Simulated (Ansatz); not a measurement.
Relaxation of C$_{5}$H$_{6}$ (11 atoms, charge 0, multiplicity 1), to a largest force component of 0.02 eV/Å in at most 40 steps.

Theory: Ansatz 0.2.0, UKS PBE0-D4/STO-3G.

```xyz
11
Properties=species:S:1:pos:R:3
C -0.559 2.014 -0.572
C -0.167 0.836 -0.582
C 0.250 -0.377 -0.600
C -0.284 -1.419 0.172
C 1.011 -0.938 0.521
H 0.054 2.904 -0.365
H -1.619 2.269 -0.811
H -0.410 -2.364 -0.338
H -1.192 -1.139 0.848
H 1.121 -0.309 1.443
H 1.859 -1.535 0.305
```

Where does it end, and by what steps?

It converged. Limits of this set-up: minimal basis. After 17 steps the energy has fallen by 3.916 eV; H7 moved furthest, 1.40 Å.

```csv
step,energy less start (eV),largest force component (eV/Å),accepted
0,0.0000,7.376,yes
1,-1.3678,1.881,yes
2,-1.5403,1.263,yes
3,-1.8028,1.206,yes
4,-2.1789,1.733,yes
5,-2.7247,2.055,yes
6,-3.2173,1.129,yes
7,-3.5142,0.902,yes
8,-3.7652,0.954,yes
9,-3.8648,0.408,yes
10,-3.8772,0.517,yes
11,-3.8491,0.674,no
12,-3.9045,0.440,yes
13,-3.9100,0.241,yes
14,-3.9104,0.250,yes
15,-3.9155,0.132,yes
16,-3.9159,0.025,yes
17,-3.9159,0.004,yes
```

```xyz
11
Properties=species:S:1:pos:R:3
C -0.661 2.248 -0.785
C -0.307 1.056 -0.369
C 0.040 -0.119 0.041
C -0.347 -1.510 0.425
C 1.116 -1.061 0.474
H -0.930 3.050 -0.087
H -0.704 2.500 -1.852
H -0.648 -2.203 -0.369
H -0.873 -1.660 1.375
H 1.577 -0.908 1.456
H 1.802 -1.451 -0.287
```

Time of the run: 44 s on 1 thread of Intel(R) Xeon(R) Platinum 8488C (Sapphire Rapids) (shared host), peak memory 0.14 GiB.
